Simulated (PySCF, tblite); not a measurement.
Isomers of C5H7O (doublet state), one GFN2-xTB conformer each. Single-point energies are computed at B3LYP/pcH-1 (PySCF, gas phase, no added dispersion term), electronic only. GFN2-xTB treats the open shell by occupation alone, and not every SCF solution was tested for stability.

Task: Rank them by B3LYP/pcH-1 energy, lowest first (kcal/mol).
A. `[CH3:1][C:2](=[O:3])[C@@H:4]1[CH:5][CH2:6]1` (doublet state) with C1–C2–C4–C5 -125°
B. `[CH2:1][O:2][CH2:3][CH:4]1[CH:5]=[CH:6]1` (doublet state) with H–C1–O2–C3 173° and 20°, C1–O2–C3–C4 180°, O2–C3–C4–C5 147°

Result: A (0.0), B (45.4).

GFN2-xTB itself gives, in the same order: 0.0, 40.3. Both levels put the same isomer lowest.

Task: What happens when harmonic zero-point energies from GFN2-xTB frequencies are added?

Result: 
| SMILES | ZPE (kcal/mol) | electronic (kcal/mol) | with ZPE (kcal/mol) |
| --- | --- | --- | --- |
| CC(=O)[C@@H]1[CH]C1 | 64.3 | 0.0 | 0.0 |
| [CH2]OCC1C=C1 | 62.9 | 45.4 | 43.9 |

The zero-point energies span 1.4 kcal/mol. The order is unchanged.
